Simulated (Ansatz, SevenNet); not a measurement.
Volume per atom (Å³/atom) of solids drawn from the class of elemental solids other than molecular ones, at two levels: the machine-learned potential SevenNet-l3i5 (trained on PBE and PBE+U data), and r²SCAN in Ansatz (PAW).

| solid | SevenNet-l3i5 | r²SCAN | shift (%) |
|---|---|---|---|
| hcp Hf | 22.47 | 22.35 | -0.5 |
| hcp Lu | 29.54 | 29.01 | -1.8 |
| hcp Mg | 22.92 | 22.57 | -1.5 |
| hcp Sc | 24.72 | 24.92 | +0.8 |
| hcp Tl | 31.25 | 30.14 | -3.6 |
| double-hcp La | 37.15 | 37.27 | +0.3 |
| body-centred tetragonal In | 27.69 | 26.26 | -5.2 |
| hcp Zn | 15.48 | 14.47 | -6.5 |
| hcp Y | 32.89 | 33.48 | +1.8 |
| hcp Be | 7.94 | 7.91 | -0.4 |

The shifts run from -6.5 % to +1.8 %, with a median of -1.0 %.

Of 10 rows, r²SCAN is the larger in 3 and the smaller in 7.

Ansatz's runs of these crystals have no spin polarisation. Meta-GGAs and exact exchange favour moments, which can bear on hcp Sc, hcp Y.

Spin–orbit coupling is left out, also for the solids with elements from indium on (hcp Hf, hcp Lu, hcp Tl, double-hcp La, body-centred tetragonal In); its size isn't shown.

Ansatz's density-functional and Hartree–Fock values are scalar-relativistic unless marked +SOC, with PAW data made under PBE.

Ansatz is a quantum-chemistry and plane-wave program.
